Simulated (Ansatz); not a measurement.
Ansatz (a first-principles code) input (B3LYP-D3(BJ)/def2-TZVP):

Ansatz 0.2 input:
```yaml
crystal:
  periodic: [false, false, false]
  atoms:
    - {symbol: N, position_ang: [-0.00000000, -0.00000000, -1.20500663]}
    - {symbol: N, position_ang: [-0.00000000, -0.00000000, -0.06983899]}
    - {symbol: O, position_ang: [0.00000000, 0.00000000, 1.11548992]}
basis:
  gaussian:
    orbitals: def2-TZVP
hamiltonian:
  xc: b3lyp
  dispersion: d3bj
total_charge: 1
magnetization: {spin_polarized: true, initial_magnetization: 1}
phonons: {temperatures: {t_min: 298.15, t_max: 298.15, t_step: 100}}
```

Output:

```
Functional definition: B3LYP
integrals: 0.01 GiB planned
461 factors; their error is unknown
mean field: 0.24 GiB planned
mean field evaluation 1: about -5011.4030 eV, gradient 2.9e1 eV
mean field evaluation 2: about -5008.2589 eV, gradient 4.1e1 eV
mean field evaluation 4: about -5014.1729 eV, gradient 2.3e0 eV
mean field evaluation 8: about -5014.2196 eV, gradient 2.3e-1 eV
mean field evaluation 16: about -5014.2198 eV, gradient 7.4e-5 eV
mean field -5014.21979204 eV, -184.2691785971 hartree, gradient 7.4e-5 eV, S^2 0.770085; 0 other end points of the search recorded, 0 dependent functions left out
the calculation of the forces begins
reference -5014.21992441 eV, -184.2691834617 hartree; 11, 10 occupied and 82, 83 virtual orbitals, 461 factors
these checks for a lower state are left out or cut short: stability, starts, cluster_reference, orbital_swaps, neighbouring_geometries, increment
integrals: 0.01 GiB planned
461 factors; their error is unknown
mean field: 0.24 GiB planned
mean field -5014.21978395 eV, -184.2691783000 hartree, gradient 2.2e-6 eV, S^2 0.770085; 0 other end points of the search recorded, 0 dependent functions left out
the calculation of the forces begins
reference -5014.21991633 eV, -184.2691831647 hartree; 11, 10 occupied and 82, 83 virtual orbitals, 461 factors
these checks for a lower state are left out or cut short: stability, starts, cluster_reference, orbital_swaps, neighbouring_geometries, increment
integrals: 0.01 GiB planned
461 factors; their error is unknown
mean field: 0.24 GiB planned
mean field evaluation 32: about -5014.2198 eV, gradient 8.1e-5 eV
mean field -5014.21978395 eV, -184.2691783000 hartree, gradient 2.2e-6 eV, S^2 0.770085; 0 other end points of the search recorded, 0 dependent functions left out
the calculation of the forces begins
reference -5014.21991633 eV, -184.2691831647 hartree; 11, 10 occupied and 82, 83 virtual orbitals, 461 factors
these checks for a lower state are left out or cut short: stability, starts, cluster_reference, orbital_swaps, neighbouring_geometries, increment
integrals: 0.01 GiB planned
461 factors; their error is unknown
mean field: 0.24 GiB planned
mean field -5014.21978654 eV, -184.2691783950 hartree, gradient 2.2e-6 eV, S^2 0.770085; 0 other end points of the search recorded, 0 dependent functions left out
the calculation of the forces begins
reference -5014.21991891 eV, -184.2691832597 hartree; 11, 10 occupied and 82, 83 virtual orbitals, 461 factors
these checks for a lower state are left out or cut short: stability, starts, cluster_reference, orbital_swaps, neighbouring_geometries, increment
integrals: 0.01 GiB planned
461 factors; their error is unknown
mean field: 0.24 GiB planned
mean field -5014.21978654 eV, -184.2691783950 hartree, gradient 2.2e-6 eV, S^2 0.770085; 0 other end points of the search recorded, 0 dependent functions left out
the calculation of the forces begins
reference -5014.21991891 eV, -184.2691832597 hartree; 11, 10 occupied and 82, 83 virtual orbitals, 461 factors
these checks for a lower state are left out or cut short: stability, starts, cluster_reference, orbital_swaps, neighbouring_geometries, increment
integrals: 0.01 GiB planned
461 factors; their error is unknown
mean field: 0.24 GiB planned
mean field evaluation 64: about -5014.2195 eV, gradient 1.8e-6 eV
mean field -5014.21947492 eV, -184.2691669433 hartree, gradient 1.8e-6 eV, S^2 0.769861; 0 other end points of the search recorded, 0 dependent functions left out
the calculation of the forces begins
reference -5014.21960720 eV, -184.2691718046 hartree; 11, 10 occupied and 82, 83 virtual orbitals, 461 factors
these checks for a lower state are left out or cut short: stability, starts, cluster_reference, orbital_swaps, neighbouring_geometries, increment
integrals: 0.01 GiB planned
461 factors; their error is unknown
mean field: 0.24 GiB planned
mean field -5014.21949568 eV, -184.2691677062 hartree, gradient 1.4e-6 eV, S^2 0.770309; 0 other end points of the search recorded, 0 dependent functions left out
the calculation of the forces begins
reference -5014.21962814 eV, -184.2691725742 hartree; 11, 10 occupied and 82, 83 virtual orbitals, 461 factors
these checks for a lower state are left out or cut short: stability, starts, cluster_reference, orbital_swaps, neighbouring_geometries, increment
integrals: 0.01 GiB planned
461 factors; their error is unknown
mean field: 0.24 GiB planned
mean field -5014.21976104 eV, -184.2691774580 hartree, gradient 2.2e-6 eV, S^2 0.770085; 0 other end points of the search recorded, 0 dependent functions left out
the calculation of the forces begins
reference -5014.21989341 eV, -184.2691823226 hartree; 11, 10 occupied and 82, 83 virtual orbitals, 461 factors
these checks for a lower state are left out or cut short: stability, starts, cluster_reference, orbital_swaps, neighbouring_geometries, increment
integrals: 0.01 GiB planned
461 factors; their error is unknown
mean field: 0.24 GiB planned
mean field -5014.21976104 eV, -184.2691774580 hartree, gradient 2.2e-6 eV, S^2 0.770085; 0 other end points of the search recorded, 0 dependent functions left out
the calculation of the forces begins
reference -5014.21989341 eV, -184.2691823226 hartree; 11, 10 occupied and 82, 83 virtual orbitals, 461 factors
these checks for a lower state are left out or cut short: stability, starts, cluster_reference, orbital_swaps, neighbouring_geometries, increment
integrals: 0.01 GiB planned
461 factors; their error is unknown
mean field: 0.24 GiB planned
mean field evaluation 96: about -5014.2198 eV, gradient 3.4e-3 eV
mean field -5014.21977095 eV, -184.2691778221 hartree, gradient 2.2e-6 eV, S^2 0.770085; 0 other end points of the search recorded, 0 dependent functions left out
the calculation of the forces begins
reference -5014.21990332 eV, -184.2691826867 hartree; 11, 10 occupied and 82, 83 virtual orbitals, 461 factors
these checks for a lower state are left out or cut short: stability, starts, cluster_reference, orbital_swaps, neighbouring_geometries, increment
integrals: 0.01 GiB planned
461 factors; their error is unknown
mean field: 0.24 GiB planned
mean field -5014.21977095 eV, -184.2691778221 hartree, gradient 2.2e-6 eV, S^2 0.770085; 0 other end points of the search recorded, 0 dependent functions left out
the calculation of the forces begins
reference -5014.21990332 eV, -184.2691826867 hartree; 11, 10 occupied and 82, 83 virtual orbitals, 461 factors
these checks for a lower state are left out or cut short: stability, starts, cluster_reference, orbital_swaps, neighbouring_geometries, increment
integrals: 0.01 GiB planned
461 factors; their error is unknown
mean field: 0.24 GiB planned
mean field -5014.21946913 eV, -184.2691667306 hartree, gradient 1.5e-6 eV, S^2 0.770238; 0 other end points of the search recorded, 0 dependent functions left out
the calculation of the forces begins
reference -5014.21960155 eV, -184.2691715967 hartree; 11, 10 occupied and 82, 83 virtual orbitals, 461 factors
these checks for a lower state are left out or cut short: stability, starts, cluster_reference, orbital_swaps, neighbouring_geometries, increment
integrals: 0.01 GiB planned
461 factors; their error is unknown
mean field: 0.24 GiB planned
mean field -5014.21946675 eV, -184.2691666432 hartree, gradient 1.2e-6 eV, S^2 0.769917; 0 other end points of the search recorded, 0 dependent functions left out
the calculation of the forces begins
reference -5014.21959909 eV, -184.2691715063 hartree; 11, 10 occupied and 82, 83 virtual orbitals, 461 factors
these checks for a lower state are left out or cut short: stability, starts, cluster_reference, orbital_swaps, neighbouring_geometries, increment
integrals: 0.01 GiB planned
461 factors; their error is unknown
mean field: 0.24 GiB planned
mean field evaluation 128: about -5014.2002 eV, gradient 2.7e-1 eV
mean field -5014.21978462 eV, -184.2691783246 hartree, gradient 2.2e-6 eV, S^2 0.770085; 0 other end points of the search recorded, 0 dependent functions left out
the calculation of the forces begins
reference -5014.21991700 eV, -184.2691831893 hartree; 11, 10 occupied and 82, 83 virtual orbitals, 461 factors
these checks for a lower state are left out or cut short: stability, starts, cluster_reference, orbital_swaps, neighbouring_geometries, increment
integrals: 0.01 GiB planned
461 factors; their error is unknown
mean field: 0.24 GiB planned
mean field -5014.21978462 eV, -184.2691783246 hartree, gradient 2.2e-6 eV, S^2 0.770085; 0 other end points of the search recorded, 0 dependent functions left out
the calculation of the forces begins
reference -5014.21991700 eV, -184.2691831893 hartree; 11, 10 occupied and 82, 83 virtual orbitals, 461 factors
these checks for a lower state are left out or cut short: stability, starts, cluster_reference, orbital_swaps, neighbouring_geometries, increment
integrals: 0.01 GiB planned
461 factors; their error is unknown
mean field: 0.24 GiB planned
mean field -5014.21978699 eV, -184.2691784118 hartree, gradient 2.2e-6 eV, S^2 0.770085; 0 other end points of the search recorded, 0 dependent functions left out
the calculation of the forces begins
reference -5014.21991937 eV, -184.2691832764 hartree; 11, 10 occupied and 82, 83 virtual orbitals, 461 factors
these checks for a lower state are left out or cut short: stability, starts, cluster_reference, orbital_swaps, neighbouring_geometries, increment
integrals: 0.01 GiB planned
461 factors; their error is unknown
mean field: 0.24 GiB planned
mean field evaluation 160: about -5014.2198 eV, gradient 2.2e-6 eV
mean field -5014.21978699 eV, -184.2691784118 hartree, gradient 2.2e-6 eV, S^2 0.770085; 0 other end points of the search recorded, 0 dependent functions left out
the calculation of the forces begins
reference -5014.21991937 eV, -184.2691832764 hartree; 11, 10 occupied and 82, 83 virtual orbitals, 461 factors
these checks for a lower state are left out or cut short: stability, starts, cluster_reference, orbital_swaps, neighbouring_geometries, increment
integrals: 0.01 GiB planned
461 factors; their error is unknown
mean field: 0.24 GiB planned
mean field -5014.21963266 eV, -184.2691727400 hartree, gradient 1.9e-6 eV, S^2 0.770146; 0 other end points of the search recorded, 0 dependent functions left out
the calculation of the forces begins
reference -5014.21976508 eV, -184.2691776064 hartree; 11, 10 occupied and 82, 83 virtual orbitals, 461 factors
these checks for a lower state are left out or cut short: stability, starts, cluster_reference, orbital_swaps, neighbouring_geometries, increment
integrals: 0.01 GiB planned
461 factors; their error is unknown
mean field: 0.24 GiB planned
mean field -5014.21961362 eV, -184.2691720404 hartree, gradient 1.4e-6 eV, S^2 0.770019; 0 other end points of the search recorded, 0 dependent functions left out
the calculation of the forces begins
reference -5014.21974595 eV, -184.2691769033 hartree; 11, 10 occupied and 82, 83 virtual orbitals, 461 factors
Total energy: -5014.26858586 eV, -184.2709717369 hartree
Atom 0 at    -0.000000    -0.000000    -1.205007 Å, force     0.000000    -0.000000    -0.000033 eV/Å
Atom 1 at    -0.000000    -0.000000    -0.069839 Å, force     0.000000    -0.000000     0.000028 eV/Å
Atom 2 at     0.000000     0.000000     1.115490 Å, force    -0.000000     0.000000     0.000004 eV/Å
Dipole moment:     0.000000    -0.000000    -0.033085 e Å
Vibrations: 438.92 532.13 1199.78 1843.56 cm⁻¹, zero-point energy 0.248860 eV
```
